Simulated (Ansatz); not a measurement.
# N2Si: the cost of one run

Program: Ansatz 0.2.0, Gaussian basis. Level of theory: def2-QZVPP, core rule «outside noble gas», up to 7 orbitals frozen. These are calculated values, not measurements.

The runs, in order: UHF; ROHF; CCSD(T) on UHF.

2 further runs of the same task are left out: 2 set aside as unsound or not needed.

### 1 The geometry

The geometry is a PBE0/def2-TZVP stationary point (not a proven minimum) of the parent state, kept for this charge and spin.

3 atoms, charge 1, spin multiplicity 2.

Atoms are counted from 1 here; the program's logs count them from 0.

Bond lengths: N1–N2 1.137 Å, N2–Si3 1.741 Å. Angles: N1–N2–Si3 180.0°.

### 2 UHF

File in.yaml:

```yaml
crystal:
  periodic: [false, false, false]
  atoms:
    - {symbol: N, position_ang: [0.000000, 0.000000, -1.338000]}
    - {symbol: N, position_ang: [0.000000, 0.000000, -0.201300]}
    - {symbol: Si, position_ang: [0.000000, 0.000000, 1.539300]}
basis:
  gaussian: {orbitals: "def2-QZVPP.json"}
total_charge: 1
magnetization: {spin_polarized: true, initial_magnetization: 1}
hamiltonian: {xc: hf}
output: {orbitals: {seedname: orbitals}}
```

Launch:

```console
$ ansatz run in.yaml --threads 1 --pin off --events-out ev --progress --plain --max-ram 2393MiB
```

Q: Estimate wall time and peak memory on 1 thread of Arm Neoverse N1, shared host.

About 20 s, with a peak of 0.4 GiB.
